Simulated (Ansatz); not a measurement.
# Al2NH5: functionals against CCSD(T) at one geometry

An exercise on one series of results from a longer session: the logs are not shown, and one member is left open.

The runs use Ansatz 0.2.0, Gaussian basis; single points in def2-TZVPP.

Correlated methods freeze the cores.

## Starting geometry

8 atoms, charge 0, spin multiplicity 1.

Atoms are counted from 1 here; the program's logs count them from 0.

Bond lengths: N1–Al2 1.872 Å, N1–H4 0.947 Å, N1–H5 1.228 Å, Al2–Al3 2.724 Å, Al2–H6 1.634 Å, Al3–H7 1.834 Å, Al3–H8 1.597 Å. Angles: Al2–N1–H4 131.2°, Al2–N1–H5 112.3°, H4–N1–H5 116.1°, N1–Al2–Al3 152.6°, N1–Al2–H6 123.9°, Al3–Al2–H6 83.5°, Al2–Al3–H7 96.7°, Al2–Al3–H8 143.9°, H7–Al3–H8 119.4°.

As a file:

```mol
Al2H5N
  3D, bonds by distance, orders not assigned

  8  7  0  0  0  0  0  0  0  0999 V2000
   -1.5519    1.2968   -1.1377 N   0  0
   -0.2016    0.4449   -0.1607 Al  0  0
    1.1202   -1.7714    0.7122 Al  0  0
   -2.2769    0.9469   -1.6373 H   0  0
   -1.3680    2.5080   -1.2281 H   0  0
    0.9898    1.2371    0.6282 H   0  0
    2.3393   -0.8931    1.7646 H   0  0
    1.1455   -3.3672    0.6483 H   0  0
  1  2  8  0
  1  4  8  0
  1  5  8  0
  2  3  8  0
  2  6  8  0
  3  7  8  0
  3  8  8  0
M  END
```

The first run:

run/in.yaml

```yaml
crystal:
  periodic: [false, false, false]
  atoms:
    - {symbol: N, position_ang: [-1.551900, 1.296800, -1.137700]}
    - {symbol: Al, position_ang: [-0.201600, 0.444900, -0.160700]}
    - {symbol: Al, position_ang: [1.120200, -1.771400, 0.712200]}
    - {symbol: H, position_ang: [-2.276900, 0.946900, -1.637300]}
    - {symbol: H, position_ang: [-1.368000, 2.508000, -1.228100]}
    - {symbol: H, position_ang: [0.989800, 1.237100, 0.628200]}
    - {symbol: H, position_ang: [2.339300, -0.893100, 1.764600]}
    - {symbol: H, position_ang: [1.145500, -3.367200, 0.648300]}
basis:
  gaussian: {orbitals: def2-TZVPP}
correlation: {method: ccsd_t}
output: {forces: true}
```

No record of the launch command was kept for these runs.

Steps of the session up to this table: CCSD(T)/def2-TZVPP; PBE0-D4/def2-TZVPP; wB97M-V/def2-TZVPP; r2SCAN-D4/def2-TZVPP; PBE-D4/def2-TZVPP; SPW92/def2-TZVPP; B97M-V/def2-TZVPP.

One of the session's tables, all rows but one given; the rest of the session is left out.

```
   method  RMS force component (eV/Å)  angle to CCSD(T) forces (°)  dipole (D)
  CCSD(T)                       2.090                    reference        2.48
  PBE0-D4                       2.122                          1.6        2.40
  wB97M-V                       2.114                          1.1        2.51
r2SCAN-D4                           ?                            ?           ?
   PBE-D4                       2.074                          3.7        2.46
    SPW92                       2.138                          4.9        2.40
   B97M-V                       2.079                          2.3        2.81
```

Q: Estimate the row for r2SCAN-D4 from the others.

As computed: RMS force component (eV/Å): 2.094; angle to CCSD(T) forces (°): 1.0; dipole (D): 2.50. In the column «RMS force component (eV/Å)» it lies between CCSD(T) (2.090) and wB97M-V (2.114).
